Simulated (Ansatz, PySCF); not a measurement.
C₂H₅NO, SMILES C(N)(=O)C. Atoms are numbered in the order given.

```xyz
9

C      0.2893     1.3794     0.0000
C     -0.1540    -0.0811     0.0000
N      0.8767    -0.9898     0.0000
O     -1.3302    -0.4256     0.0000
H      0.9023     1.6109     0.8954
H      0.9023     1.6109    -0.8954
H     -0.6101     2.0189     0.0000
H      0.6419    -1.9824     0.0000
H      1.8570    -0.7148     0.0000
```
Charge 0, spin multiplicity 1.

Coordinates come from a PBE-D3(BJ)/def2-SVP optimisation. A frequency run showed that this geometry is not a minimum. The values are those of a single conformer.

Vertical ionisation energy (IE) and electron affinity (EA) in eV. Rows of orbital energies are one-electron estimates. Where ΔSCF, EOM or ADC give a negative EA the extra electron is unbound and the value depends on the basis.

```
level                                                                       IE     EA
------------------------------------------------------------------------  ----  -----
−ε(HOMO), −ε(LUMO), PBE0/def2-TZVPD (PySCF)                               7.41  -0.02
−ε(HOMO), −ε(LUMO), PBE/def2-TZVPD (PySCF)                                5.78   0.68
ΔSCF, CAM-B3LYP/def2-SVPD (Ansatz), final states of multiplicity 2 and 2  9.94  -1.72
ΔSCF, PBE/def2-SVPD (Ansatz), final states of multiplicity 2 and 2        9.76  -1.48
```

**Question.** What vertical singlet–triplet gap does ΔSCF give with CAM-B3LYP/def2-SVPD (Ansatz, an electronic-structure program) and with PBE/def2-SVPD (Ansatz)? (An estimate is asked for; the answer gives what the named calculation found.)

**Answer.** 5.09 and 5.14 eV (triplet above singlet where positive).
